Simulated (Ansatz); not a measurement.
# C4H7F: the cost of one run

Method: the settings change from run to run; program: Ansatz 0.2.0, Gaussian basis.

**1. The molecule**

The structure was relaxed beforehand with PBE0-D4 in a triple-zeta def2 set.

SMILES `C=C(C)CF`, 12 atoms, charge 0, spin multiplicity 1.

Atoms are counted from 1 here; the program's logs count them from 0.

Bond lengths: C1–C2 1.326 Å, C1–H6 1.084 Å, C1–H7 1.082 Å, C2–C3 1.495 Å, C2–C4 1.494 Å, C3–H8 1.095 Å, C3–H9 1.090 Å, C3–H10 1.095 Å, C4–F5 1.375 Å, C4–H11 1.097 Å, C4–H12 1.097 Å. Angles: C2–C1–H6 120.9°, C2–C1–H7 121.2°, H6–C1–H7 117.9°, C1–C2–C3 123.8°, C1–C2–C4 122.0°, C3–C2–C4 114.1°, C2–C3–H8 111.2°, C2–C3–H9 111.1°, C2–C3–H10 111.2°, H8–C3–H9 108.2°, H8–C3–H10 106.8°, H9–C3–H10 108.2°, C2–C4–F5 112.8°, C2–C4–H11 110.2°, C2–C4–H12 110.2°, F5–C4–H11 107.9°, F5–C4–H12 107.9°, H11–C4–H12 107.7°.

**2. r2SCAN/aug-pcseg-2**

Options: atoms shaken by 0.08 Å, D3(BJ) dispersion.

in.yaml

```yaml
crystal:
  periodic: [false, false, false]
  atoms:
    - {symbol: C, position_ang: [-0.130785, 1.520452, 0.047715]}
    - {symbol: C, position_ang: [-0.009931, 0.186859, -0.138165]}
    - {symbol: C, position_ang: [0.852056, -0.469457, 1.001059]}
    - {symbol: C, position_ang: [-0.822191, -0.483745, -0.919677]}
    - {symbol: F, position_ang: [-1.630097, 0.332351, -1.793858]}
    - {symbol: H, position_ang: [0.460093, 2.050757, 1.054858]}
    - {symbol: H, position_ang: [-0.807914, 2.033178, -0.378991]}
    - {symbol: H, position_ang: [0.336397, -1.397878, 1.460720]}
    - {symbol: H, position_ang: [1.434509, -0.025619, 1.586044]}
    - {symbol: H, position_ang: [1.642104, -1.245418, 0.309605]}
    - {symbol: H, position_ang: [-1.442257, -1.446533, -0.534806]}
    - {symbol: H, position_ang: [-0.044792, -1.086693, -1.643264]}
basis:
  gaussian: {orbitals: aug-pcseg-2}
hamiltonian: {xc: {name: r2SCAN}, dispersion: d3bj}
output: {forces: true}
```

Launch:

```bash
$ ansatz run in.yaml --threads 4 --pin off --events-out ev --progress --plain --max-ram 10444MiB
```

What time and memory should one allow on 4 threads of AMD EPYC 9R45, shared host?

About 3.9 s, with a peak of 0.56 GiB.
